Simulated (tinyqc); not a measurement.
Worked calculation (part 2 of 2): UHF in the sto-3g basis, for BH, spin multiplicity 3. Computed by tinyqc, a small Python program that keeps every step (integrals from PySCF). Command: `OMP_NUM_THREADS=1 python tinyqc.py 31941 31942 out.jsonl` (the two numbers bound the seeds that draw the settings). One thread of a shared host (Intel(R) Xeon(R) Processor @ 2.60GHz), about 0.1 s of CPU time with the checks.

Geometry (angstrom):
```
atom        x        y        z
B     0.00000  0.00000  0.00000
H     0.00000  0.00000  1.26100
```

## Iteration 10 (converged): orbitals

converged F(alpha) (hartree):
```
           1B 1s     1B 2s   1B 2px    1B 2py    1B 2pz     2H 1s
1B 1s   -7.32479  -2.16408  0.00000   0.00000  -0.00246  -0.46818
1B 2s   -2.16408  -1.11924  0.00000   0.00000   0.04198  -0.51753
1B 2px   0.00000   0.00000  0.24508   0.04075   0.00000   0.00000
1B 2py   0.00000   0.00000  0.04075  -0.24001   0.00000   0.00000
1B 2pz  -0.00246   0.04198  0.00000   0.00000  -0.17939  -0.37737
2H 1s   -0.46818  -0.51753  0.00000   0.00000  -0.37737  -0.35680
```

converged F(beta) (hartree):
```
           1B 1s     1B 2s    1B 2px    1B 2py    1B 2pz     2H 1s
1B 1s   -7.26398  -2.12791   0.00000   0.00000  -0.00065  -0.45600
1B 2s   -2.12791  -0.71369   0.00000   0.00000  -0.24121  -0.49570
1B 2px   0.00000   0.00000   0.35411  -0.00524   0.00000   0.00000
1B 2py   0.00000   0.00000  -0.00524   0.41649   0.00000   0.00000
1B 2pz  -0.00065  -0.24121   0.00000   0.00000   0.18555  -0.33212
2H 1s   -0.45600  -0.49570   0.00000   0.00000  -0.33212  -0.30510
```

X:
```
           1B 1s     1B 2s   1B 2px   1B 2py    1B 2pz     2H 1s
1B 1s    1.03026  -0.15313  0.00000  0.00000  -0.01222   0.02742
1B 2s   -0.15313   1.14058  0.00000  0.00000   0.11464  -0.31198
1B 2px   0.00000   0.00000  1.00000  0.00000   0.00000   0.00000
1B 2py   0.00000   0.00000  0.00000  1.00000   0.00000   0.00000
1B 2pz  -0.01222   0.11464  0.00000  0.00000   1.11751  -0.32115
2H 1s    0.02742  -0.31198  0.00000  0.00000  -0.32115   1.22485
```

Diagonalise F' = X^T F X, C = X C', fill 4 alpha and 2 beta electrons from the bottom; D(s) = C_occ C_occ^T. Each column has its largest component positive (the first on a tie).

F' = X^T F X (alpha) (hartree):
```
          1         2        3         4         5         6
1  -7.14017  -1.13209  0.00000   0.00000  -0.03732  -0.04611
2  -1.13209  -0.54732  0.00000   0.00000   0.23258  -0.38848
3   0.00000   0.00000  0.24508   0.04075   0.00000   0.00000
4   0.00000   0.00000  0.04075  -0.24001   0.00000   0.00000
5  -0.03732   0.23258  0.00000   0.00000   0.04555  -0.45295
6  -0.04611  -0.38848  0.00000   0.00000  -0.45295   0.03820
```

orbital energies (alpha) (hartree): MO1 -7.33078, MO2 -0.58735, MO3 -0.36288, MO4 -0.24341, MO5 0.24847, MO6 0.67728

coefficients C (alpha):
```
             MO1       MO2       MO3       MO4      MO5       MO6
1B 1s    0.99103  -0.25838   0.13022   0.00000  0.00000   0.14120
1B 2s    0.03308   0.78102  -0.54123   0.00000  0.00000  -0.72858
1B 2px   0.00000   0.00000   0.00000  -0.08312  0.99654   0.00000
1B 2py   0.00000   0.00000   0.00000   0.99654  0.08312   0.00000
1B 2pz   0.00289   0.02133   0.66090   0.00000  0.00000  -0.96334
2H 1s   -0.00649   0.40031   0.46945   0.00000  0.00000   1.14926
```

F' = X^T F X (beta) (hartree):
```
          1         2         3         4         5         6
1  -7.07806  -1.16291   0.00000   0.00000   0.00331  -0.03920
2  -1.16291  -0.11283   0.00000   0.00000  -0.05404  -0.40830
3   0.00000   0.00000   0.35411  -0.00524   0.00000   0.00000
4   0.00000   0.00000  -0.00524   0.41649   0.00000   0.00000
5   0.00331  -0.05404   0.00000   0.00000   0.40528  -0.43776
6  -0.03920  -0.40830   0.00000   0.00000  -0.43776   0.08406
```

orbital energies (beta) (hartree): MO1 -7.26858, MO2 -0.46677, MO3 0.26322, MO4 0.35367, MO5 0.41693, MO6 0.77058

coefficients C (beta):
```
             MO1       MO2       MO3      MO4       MO5       MO6
1B 1s    0.99237  -0.17569  -0.23847  0.00000   0.00000   0.11515
1B 2s    0.02846   0.47198   0.90185  0.00000   0.00000  -0.63081
1B 2px   0.00000   0.00000   0.00000  0.99654  -0.08312   0.00000
1B 2py   0.00000   0.00000   0.00000  0.08312   0.99654   0.00000
1B 2pz   0.00353   0.27730  -0.46826  0.00000   0.00000  -1.03397
2H 1s   -0.00620   0.57968  -0.39862  0.00000   0.00000   1.09841
```

D(alpha) after iteration 10:
```
           1B 1s     1B 2s    1B 2px    1B 2py    1B 2pz     2H 1s
1B 1s    1.06585  -0.23950   0.00000   0.00000   0.08341  -0.04873
1B 2s   -0.23950   0.90402   0.00000   0.00000  -0.34094   0.05835
1B 2px   0.00000   0.00000   0.00691  -0.08284   0.00000   0.00000
1B 2py   0.00000   0.00000  -0.08284   0.99309   0.00000   0.00000
1B 2pz   0.08341  -0.34094   0.00000   0.00000   0.43725   0.31878
2H 1s   -0.04873   0.05835   0.00000   0.00000   0.31878   0.38067
```

D(beta) after iteration 10:
```
           1B 1s     1B 2s   1B 2px   1B 2py    1B 2pz     2H 1s
1B 1s    1.01566  -0.05468  0.00000  0.00000  -0.04521  -0.10799
1B 2s   -0.05468   0.22358  0.00000  0.00000   0.13098   0.27342
1B 2px   0.00000   0.00000  0.00000  0.00000   0.00000   0.00000
1B 2py   0.00000   0.00000  0.00000  0.00000   0.00000   0.00000
1B 2pz  -0.04521   0.13098  0.00000  0.00000   0.07691   0.16072
2H 1s   -0.10799   0.27342  0.00000  0.00000   0.16072   0.33606
```

## Convergence

Stop when the energy changes by less than 1e-10 hartree and every element of the error matrix X^T (F D S - S D F) X (for each spin) is below 3e-06.

Course of the cycle:
```
iteration  E (hartree)     change  largest element of the error matrix
1          -25.1713106          -                             3.24e-01
2          -24.7095149   4.62e-01                             6.41e-02
3          -24.7336425  -2.41e-02                             3.35e-02
4          -24.7410256  -7.38e-03                             1.91e-02
5          -24.7446231  -3.60e-03                             8.53e-03
6          -24.7450689  -4.46e-04                             3.52e-03
7          -24.7451383  -6.94e-05                             4.34e-04
8          -24.7451390  -6.67e-07                             7.62e-05
9          -24.7451390  -2.08e-08                             4.19e-06
10         -24.7451390  -5.90e-11                             3.89e-07
```

PySCF UHF in the same basis, after a stability check = -24.7451390 hartree

Converged in 10 iterations.

## Populations, bond orders and dipole

overlap S:
```
          1B 1s    1B 2s   1B 2px   1B 2py   1B 2pz    2H 1s
1B 1s   1.00000  0.26933  0.00000  0.00000  0.00000  0.05657
1B 2s   0.26933  1.00000  0.00000  0.00000  0.00000  0.43985
1B 2px  0.00000  0.00000  1.00000  0.00000  0.00000  0.00000
1B 2py  0.00000  0.00000  0.00000  1.00000  0.00000  0.00000
1B 2pz  0.00000  0.00000  0.00000  0.00000  1.00000  0.46333
2H 1s   0.05657  0.43985  0.00000  0.00000  0.46333  1.00000
```

Mulliken: Z minus the diagonal of D S on the atom; Loewdin: the same with S^(1/2) D S^(1/2); Mayer order: 2 sum_s sum (D(s) S)_ij (D(s) S)_ji over the two atoms.

Charges (e):
```
atom  Mulliken   Loewdin  Mulliken spin
1B     0.07597   0.06600        1.97340
2H    -0.07597  -0.06600        0.02660
```

Mayer bond orders:
```
pair    order
2-1   0.99352
```

dipole moment about the origin, x y z (debye): 0.00000  0.00000  -0.55215

<S^2> of the determinant (pure state: 2) = 2.00032
